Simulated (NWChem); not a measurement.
Program: NWChem. System: hydrogen fluoride (HF), charge 0, spin multiplicity 1, at a geometry optimised with PBE/def2-SVP. Level: PBE0/6-311++G** (spherical d).

NWChem printed:

```
             Northwest Computational Chemistry Package (NWChem) 7.3.0
             --------------------------------------------------------

                                NWChem Input Module
                                -------------------

 Scaling coordinates for geometry "geometry" by  1.889725989
 (inverse scale =  0.529177249)

 Turning off AUTOSYM since
 SYMMETRY directive was detected!

                             Geometry "geometry" -> ""
                             -------------------------

 Output coordinates in angstroms (scale by  1.889725989 to convert to a.u.)

  No.       Tag          Charge          X              Y              Z
 ---- ---------------- ---------- -------------- -------------- --------------
    1 F                    9.0000     0.00000000     0.00000000     0.09322900
    2 H                    1.0000     0.00000000     0.00000000    -0.83906000

 Effective nuclear repulsion energy (a.u.)       5.1084966582

            Nuclear Dipole moment (a.u.)
            ----------------------------
        X                 Y               Z
 ---------------- ---------------- ----------------
     0.0000000000     0.0000000000     0.0000018897

      Symmetry information
      --------------------

 Group name             C2v
 Group number             16
 Group order               4
 No. of unique centers     2

      Symmetry unique atoms

     1    2


 Summary of "ao basis" -> "" (spherical)
 ------------------------------------------------------------------------------
       Tag                 Description            Shells   Functions and Types
 ---------------- ------------------------------  ------  ---------------------
 *                         6-311++g**                 on all atoms

                                 NWChem DFT Module
                                 -----------------

 Summary of "ao basis" -> "ao basis" (spherical)
 ------------------------------------------------------------------------------
       Tag                 Description            Shells   Functions and Types
 ---------------- ------------------------------  ------  ---------------------
 F                         6-311++g**               10       22   5s4p1d
 H                         6-311++g**                5        7   4s1p

 Summary of "ao basis" -> "ao basis" (spherical)
 ------------------------------------------------------------------------------
       Tag                 Description            Shells   Functions and Types
 ---------------- ------------------------------  ------  ---------------------
 F                         6-311++g**               10       22   5s4p1d
 H                         6-311++g**                5        7   4s1p

      Symmetry analysis of basis
      --------------------------

        a1         16
        a2          1
        b1          6
        b2          6

            General Information
            -------------------
          SCF calculation type: DFT
          Wavefunction type:  closed shell.
          No. of atoms     :     2
          No. of electrons :    10
           Alpha electrons :     5
            Beta electrons :     5
          Charge           :     0
          Spin multiplicity:     1
          Use of symmetry is: on ; symmetry adaption is: on
          Maximum number of iterations: 100
          AO basis - number of functions:    29
                     number of shells:    15
          Convergence on energy requested:  1.00D-06
          Convergence on density requested:  1.00D-05
          Convergence on gradient requested:  5.00D-04

              XC Information
              --------------
                         PBE0 Method XC Functional
                     Hartree-Fock (Exact) Exchange  0.250
          PerdewBurkeErnzerhof Exchange Functional  0.750
            Perdew 1991 LDA Correlation Functional  1.000 local
           PerdewBurkeErnz. Correlation Functional  1.000 non-local

             Grid Information
             ----------------
          Grid used for XC integration:  medium
          Radial quadrature: Mura-Knowles
          Angular quadrature: Lebedev.
          Tag              B.-S. Rad. Rad. Pts. Rad. Cut. Ang. Pts.
[...]
     6 a1          7 a1          8 a1          9 b1         10 b2
    11 a1         12 a1         13 b2         14 b1         15 a1

------------------------------------------------------------
EAF file 0: "./mol.aoints.0" size=524288 bytes
------------------------------------------------------------
               write      read    awrite     aread      wait
               -----      ----    ------     -----      ----
     calls:        1         0         0         0         0
   data(b): 5.24e+05  0.00e+00  0.00e+00  0.00e+00
   time(s): 0.00e+00  0.00e+00  0.00e+00  0.00e+00  0.00e+00
rate(mb/s): 0.00e+00  0.00e+00
------------------------------------------------------------

 !! scf_movecs_sym_adapt:   12 vectors were symmetry contaminated

  Symmetry fudging

 !! scf_movecs_sym_adapt:   12 vectors were symmetry contaminated

   convergence    iter        energy       DeltaE   RMS-Dens  Diis-err    time
 ---------------- ----- ----------------- --------- --------- ---------  ------
 d= 0,ls=0.0,diis     1   -100.3495602401 -1.05D+02  1.70D-02  3.63D-01     0.1

 !! scf_movecs_sym_adapt:   10 vectors were symmetry contaminated

  Symmetry fudging

 !! scf_movecs_sym_adapt:    6 vectors were symmetry contaminated

 d= 0,ls=0.0,diis     2   -100.3460905782  3.47D-03  7.69D-03  5.04D-01     0.1

 !! scf_movecs_sym_adapt:   10 vectors were symmetry contaminated

  Symmetry fudging

 !! scf_movecs_sym_adapt:    6 vectors were symmetry contaminated

 d= 0,ls=0.0,diis     3   -100.3822056912 -3.61D-02  8.97D-04  9.84D-03     0.1

 !! scf_movecs_sym_adapt:   12 vectors were symmetry contaminated

  Symmetry fudging

 !! scf_movecs_sym_adapt:    6 vectors were symmetry contaminated

 d= 0,ls=0.0,diis     4   -100.3827833813 -5.78D-04  1.35D-04  1.56D-04     0.1

 !! scf_movecs_sym_adapt:   12 vectors were symmetry contaminated

  Symmetry fudging

 !! scf_movecs_sym_adapt:    6 vectors were symmetry contaminated

 d= 0,ls=0.0,diis     5   -100.3827927864 -9.41D-06  9.75D-06  6.54D-07     0.1

 !! scf_movecs_sym_adapt:   12 vectors were symmetry contaminated

  Symmetry fudging

 !! scf_movecs_sym_adapt:    6 vectors were symmetry contaminated

 d= 0,ls=0.0,diis     6   -100.3827928365 -5.01D-08  5.69D-07  1.83D-09     0.1

         Total DFT energy =     -100.382792836505
      One electron energy =     -150.321713897643
           Coulomb energy =       55.554836229097
    Exchange-Corr. energy =      -10.724411826182
 Nuclear repulsion energy =        5.108496658222

 Numeric. integr. density =       10.000001930680

     Total iterative time =      0.1s

                  Occupations of the irreducible representations
                  ----------------------------------------------

                     irrep           alpha         beta
                     --------     --------     --------
                     a1                3.0          3.0
                     a2                0.0          0.0
                     b1                1.0          1.0
                     b2                1.0          1.0

                       DFT Final Molecular Orbital Analysis
                       ------------------------------------

 Vector    3  Occ=2.000000D+00  E=-5.694910D-01  Symmetry=a1
              MO Center=  8.8D-16,  2.3D-15,  1.4D-02, r^2= 6.0D-01
   Bfn.  Coefficient  Atom+Function         Bfn.  Coefficient  Atom+Function
  ----- ------------  ---------------      ----- ------------  ---------------
     9      0.385516  1 F  pz                 5      0.266244  1 F  pz
    13      0.250111  1 F  pz                24     -0.247390  2 H  s
    10      0.245761  1 F  s                  6      0.177604  1 F  s
    23     -0.173422  2 H  s                 25     -0.060231  2 H  s
    14      0.059622  1 F  s                  2     -0.057344  1 F  s

 Vector    4  Occ=2.000000D+00  E=-4.338383D-01  Symmetry=b2
              MO Center=  4.0D-31, -3.6D-15,  7.6D-02, r^2= 5.0D-01
   Bfn.  Coefficient  Atom+Function         Bfn.  Coefficient  Atom+Function
  ----- ------------  ---------------      ----- ------------  ---------------
     8      0.459138  1 F  py                12      0.390700  1 F  py
     4      0.314150  1 F  py                16      0.081614  1 F  py
    28      0.036676  2 H  py

 Vector    5  Occ=2.000000D+00  E=-4.338383D-01  Symmetry=b1
              MO Center= -1.7D-15,  1.8D-31,  7.6D-02, r^2= 5.0D-01
   Bfn.  Coefficient  Atom+Function         Bfn.  Coefficient  Atom+Function
  ----- ------------  ---------------      ----- ------------  ---------------
     7      0.459138  1 F  px                11      0.390700  1 F  px
     3      0.314150  1 F  px                15      0.081614  1 F  px
    27      0.036676  2 H  px

 Vector    6  Occ=0.000000D+00  E=-1.074171D-02  Symmetry=a1
              MO Center= -3.6D-15, -1.2D-15, -1.2D+00, r^2= 5.2D+00
   Bfn.  Coefficient  Atom+Function         Bfn.  Coefficient  Atom+Function
  ----- ------------  ---------------      ----- ------------  ---------------
    26      0.930658  2 H  s                 14     -0.544711  1 F  s
    25      0.517817  2 H  s                 24      0.192952  2 H  s
    10     -0.182878  1 F  s                 13      0.158249  1 F  pz
     6     -0.142640  1 F  s                 17      0.134104  1 F  pz
     9      0.122479  1 F  pz                 5      0.083940  1 F  pz

 Vector    7  Occ=0.000000D+00  E= 1.222240D-01  Symmetry=a1
              MO Center= -1.7D-14,  2.4D-14, -9.7D-01, r^2= 6.6D+00
   Bfn.  Coefficient  Atom+Function         Bfn.  Coefficient  Atom+Function
  ----- ------------  ---------------      ----- ------------  ---------------
    25      3.396026  2 H  s                 14     -1.612452  1 F  s
    26     -1.611254  2 H  s                 17      0.805159  1 F  pz
    13      0.198340  1 F  pz                 9      0.180401  1 F  pz
     5      0.126170  1 F  pz                23      0.109370  2 H  s
    10     -0.097120  1 F  s                 24      0.081827  2 H  s

 Vector    8  Occ=0.000000D+00  E= 2.121266D-01  Symmetry=b2
              MO Center= -4.2D-32, -2.3D-14,  8.6D-02, r^2= 3.9D+00
   Bfn.  Coefficient  Atom+Function         Bfn.  Coefficient  Atom+Function
  ----- ------------  ---------------      ----- ------------  ---------------
    16      1.240503  1 F  py                12     -0.495370  1 F  py
     8     -0.136635  1 F  py                 4     -0.132335  1 F  py

 center of mass
 --------------
 x =   0.00000000 y =   0.00000000 z =   0.08742706

 moments of inertia (a.u.)
 ------------------
           2.970542684952           0.000000000000           0.000000000000
           0.000000000000           2.970542684952           0.000000000000
           0.000000000000           0.000000000000           0.000000000000

     Multipole analysis of the density
     ---------------------------------

     L   x y z        total         alpha         beta         nuclear
     -   - - -        -----         -----         ----         -------
     0   0 0 0     -0.000000     -5.000000     -5.000000     10.000000

     1   1 0 0     -0.000000     -0.000000     -0.000000      0.000000
     1   0 1 0     -0.000000     -0.000000     -0.000000      0.000000
     1   0 0 1     -0.786721     -0.393361     -0.393361      0.000002

     2   2 0 0     -4.346050     -2.173025     -2.173025      0.000000
     2   1 1 0     -0.000000     -0.000000     -0.000000      0.000000
     2   1 0 1     -0.000000     -0.000000     -0.000000      0.000000
     2   0 2 0     -4.346050     -2.173025     -2.173025      0.000000
     2   0 1 1     -0.000000     -0.000000     -0.000000      0.000000
     2   0 0 2     -2.761825     -2.777639     -2.777639      2.793453

 Task  times  cpu:        0.1s     wall:        0.1s

 Total times  cpu:        0.1s     wall:        0.1s
```

Q: Write an NWChem input that would produce this output.

A: Several could match; the one computed here: 
```
start mol
memory heap 200 mb stack 900 mb global 1100 mb
geometry units angstroms nocenter noautoz
  F      0.000000     0.000000     0.093229
  H      0.000000     0.000000    -0.839060
  symmetry group C2v
end
basis spherical
  * library 6-311++g**
end
dft
  xc pbe0
  semidirect memsize 60000000 filesize 0
  iterations 100
end
task dft energy
```
